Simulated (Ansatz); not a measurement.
Worked example: correlation energy of AsH, singlet

Geometry: a PBE0/def2-TZVP stationary point for this spin. The triplet lies 1.1 eV lower here.

```
atom   x (Å)   y (Å)   z (Å)
  As  0.0000  0.0000  0.0000
   H  0.0000  0.0000  1.5294
```

Basis aug-cc-pVDZ; Ansatz 0.2.0. Only valence electrons are correlated (noble-gas cores and the filled d shells of p-block atoms frozen), which leaves 6 electrons in 31 orbitals. R marks a restricted (for open shells ROHF) determinant. No spin–orbit coupling is included, and no scalar relativity.

Full CI is exact within this basis and frozen core; it isn't the basis-set limit.

The determinant fills πx and πy unequally, so it is a mixture of Σ and Δ, which weighs on every level built on one determinant.

Runs differ by some tens of microhartree through their thresholds, so steps under 0.03 kcal/mol mean nothing.

```csv
level,total energy (hartree)
RHF,-2234.666226
RMP2,-2234.756884
RCCSD,-2234.785799
RCCSD(T),-2234.791457
RCCSDT*,-2234.797210
RCCSDT(Q)*,-2234.797886
RCCSDTQ*,-2234.797698
full CI,-2234.797701
```

Problem. What is the correlation energy at full CI, and what share of it do RMP2 and RCCSD recover?

Solution. E(corr) = -2234.797701 − (-2234.666226) = -0.131475 hartree = -3.578 eV. RMP2: -0.090658 / -0.131475 = 68.95 %. RCCSD: -0.119573 / -0.131475 = 90.95 %.

Problem. By how many kcal/mol does RCCSD(T) miss full CI (1 hartree = 627.509 kcal/mol), and which steps make up the rest?

Solution. -2234.791457 − (-2234.797701) = 0.006244 hartree = 3.92 kcal/mol. Steps: RCCSDT − RCCSD(T) = -3.61, RCCSDT(Q) − RCCSDT = -0.42, RCCSDTQ − RCCSDT(Q) = 0.12, full CI − RCCSDTQ = 0.00 kcal/mol. With more than one leading determinant such errors change with state and geometry, and needn't cancel in differences.

An asterisk marks runs whose energy the program itself flagged as in doubt.
